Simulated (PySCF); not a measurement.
BF3.NH3, optimised at HF/6-31G*:

```xyz
8

N     -0.0114    -0.0050     0.0362
B     -0.0190     0.6720    -1.5148
F      1.2867     0.6496    -1.8779
F     -0.5304     1.9118    -1.3180
F     -0.8176    -0.1637    -2.2226
H      0.3545    -0.9410     0.0107
H      0.5598     0.5419     0.6570
H     -0.9437    -0.0392     0.4107
```

Energies from PySCF (xtb for GFN2), thermal terms from the rigid-rotor harmonic-oscillator model, ideal gas at 1 bar. 6-31G* has spherical d functions here. All species are closed-shell singlets. B3LYP is the form with VWN-RPA correlation. Adducts (BF3.NH3) have no counterpoise correction, and HF, PBE, BLYP, B3LYP and PBE0 lack dispersion. BF3.NH3: computed as isolated molecules; such fragments, hydroxides, amides, oligomers or adducts are transient or little studied in the gas.

Problem. List the harmonic frequencies (cm⁻¹, unscaled) at this level and at the other levels, each on its own geometry.

Solution. 
- HF/6-31G*: 156, 291, 291, 452, 479, 479, 710, 878, 878, 940, 1385, 1385, 1502, 1827, 1827, 3676, 3804, 3804
- B3LYP/6-31G*: 136, 263, 264, 421, 449, 450, 667, 805, 805, 888, 1312, 1313, 1358, 1696, 1696, 3451, 3574, 3574
- GFN2-xTB: 62, 256, 256, 391, 391, 422, 596, 690, 690, 821, 1163, 1163, 1194, 1462, 1462, 3400, 3417, 3417
- PBE/def2-SVP: 86, 259, 260, 422, 436, 437, 656, 759, 760, 869, 1228, 1260, 1260, 1561, 1561, 3380, 3508, 3508
- PBE0/def2-TZVP: 136, 277, 277, 446, 447, 451, 687, 811, 811, 907, 1266, 1266, 1320, 1649, 1649, 3486, 3605, 3605
